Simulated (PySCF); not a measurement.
CH₅AlN (charge -1).
Structure used (GFN2-xTB), in Å, numbered top down from 1:
```xyz
8
CH5AlN angstrom
C      1.6954   -0.2338    0.2546
N      0.4923   -0.0538    0.0556
Al    -1.3165    0.1821   -0.1662
H      2.1149   -0.6992    1.1749
H      2.4927    0.0504   -0.4682
H     -1.5857    1.7662   -0.3519
H     -1.7602   -0.6330   -1.4919
H     -2.1238   -0.3695    1.1241
```

PySCF, density fitting, gas phase, GFN2-xTB geometry. The standard run uses grid level 2 after a coarse-grid start, the def2-universal JK fitting basis (with tight functions added where the orbital basis needs them), an energy threshold of 1e-9 Eh and DIIS. The changed runs have no coarse-grid stage.

Question: Standard PBE0/def2-SVPD: E = -337.929711 Eh, HOMO -0.934 eV, LUMO 4.118 eV, 13 cycles (coarse-grid cycles included). What changes at PBE0/def2-SVPD with: start guess huckel?

Answer: E = -337.929711 Eh (0.000 mEh), HOMO -0.934 eV (0.000), LUMO 4.118 eV (0.000), 11 SCF cycles. The result matches the standard run within 0.02 mEh and 0.003 eV; such settings steer the iterations and don't enter the energy expression.

The cycles:
```
cycle   1  E = -335.9626660780  dE =  6.521e-01  |g| = 2.885e+00  |ddm| = 5.403e+00
cycle   2  E = -332.1618386993  dE =  3.801e+00  |g| = 3.692e+00  |ddm| = 2.651e+01
cycle   3  E = -337.7342035867  dE = -5.572e+00  |g| = 7.411e-01  |ddm| = 2.626e+01
cycle   4  E = -337.9002313671  dE = -1.660e-01  |g| = 3.157e-01  |ddm| = 1.429e+00
cycle   5  E = -337.9236715676  dE = -2.344e-02  |g| = 1.429e-01  |ddm| = 4.531e-01
cycle   6  E = -337.9296367898  dE = -5.965e-03  |g| = 1.523e-02  |ddm| = 1.843e-01
cycle   7  E = -337.9297043614  dE = -6.757e-05  |g| = 4.778e-03  |ddm| = 4.235e-02
cycle   8  E = -337.9297104897  dE = -6.128e-06  |g| = 1.185e-03  |ddm| = 5.786e-03
cycle   9  E = -337.9297109587  dE = -4.690e-07  |g| = 1.632e-04  |ddm| = 1.869e-03
cycle  10  E = -337.9297109653  dE = -6.610e-09  |g| = 4.094e-05  |ddm| = 2.158e-04
cycle  11  E = -337.9297109657  dE = -4.259e-10  |g| = 5.022e-06  |ddm| = 6.174e-05
```
